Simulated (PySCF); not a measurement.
allene (C3H4), SMILES C=C=C.

Coordinates come from a B3LYP-D3(BJ)/def2-TZVP optimisation.

Two levels are set side by side: TDDFT-PBE/def2-SVPD (PySCF) and ADC(2)/aug-cc-pVDZ (PySCF). Vertical, same geometry; the bases differ. Differences are taken from unrounded values.

```csv
quantity,ADC(2)
lowest singlet excitation (eV),6.29
```

**Question.** What does TDDFT-PBE give, and how far is it from ADC(2)? (An estimate is asked for; the answer gives what the named calculation found.)

**Answer.** 
```tsv
quantity	TDDFT-PBE	TDDFT-PBE minus ADC(2)
lowest singlet excitation (eV)	5.86	-0.43
```

A lower first singlet is the usual sign of a functional without exact exchange. Differences between two approximate levels are no errors against the true value.

Rough cost on one machine, each run with all the roots and properties that it gave: ADC(2) against TDDFT-PBE about 10 times.
